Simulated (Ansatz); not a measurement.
Relaxed structures of MgSiH$_{3}$, doublet (PBE0-D4/def2-TZVP; forces vanish, vibrations not checked; lower isomers may exist, and structures with a doubtful reference or unclear bonds are left out; Å). Computed with Ansatz 0.2.0 (basis: def2-TZVPP); correlated methods freeze the cores; orbitals are unrestricted. The outer core shell of Li, Na, Mg and K is correlated. The def2 sets are not built for correlating such inner shells, so the correlated values are less sure here.

(1) Rank them by CCSD(T) energy, lowest first, and give each one's height above the lowest. Links in brackets join atoms within 1.22 times the sum of their covalent radii (1.1 for two metals). (An estimate is asked for; the value comes from the calculation.)
A.
MgSiH₃ ([H]1[Mg]23[H][Si]12[H]3)
```
5
angstrom
Mg 1.4657 -0.4523 -0.2615
Si -0.9640 0.2976 0.1721
H -0.1980 0.3641 -1.1966
H -0.3841 -1.1471 0.3742
H 0.3244 0.8627 0.8685
```
B.
MgSiH₃ ([MgH][SiH2])
```
5
angstrom
Mg -2.2919 0.6143 0.6238
Si -0.0423 -0.1958 -0.1505
H 0.6224 0.2230 -1.4199
H 0.5860 -1.4858 0.2612
H -3.7778 1.2094 1.1964
```
C.
MgSiH₃ ([Mg][SiH3])
```
5
angstrom
Mg -2.3201 0.7140 0.4121
Si 0.1731 -0.0535 -0.0309
H 0.5941 0.1485 -1.4520
H 0.3909 -1.5035 0.2650
H 1.1621 0.6945 0.8058
```

No T1 diagnostic of these runs exceeds 0.016. ⟨S²⟩ of the unrestricted Hartree–Fock references: 0.75 to 0.77 (a pure state has 0.75).

Answers

(1) Computed: C (0.00 kcal/mol), A (4.77 kcal/mol), B (15.48 kcal/mol). Heights count from the lowest.

For scale, one of the runs: CCSD(T)/def2-TZVPP, 116 basis functions, launched by `ansatz run in.yaml --threads 2 --pin off --events-out ev --progress --plain --max-ram 4352MiB`. The run took 13 s on 2 CPU threads of an Intel Xeon 6975P-C (shared host), with 1.1 GiB of host memory at its peak.
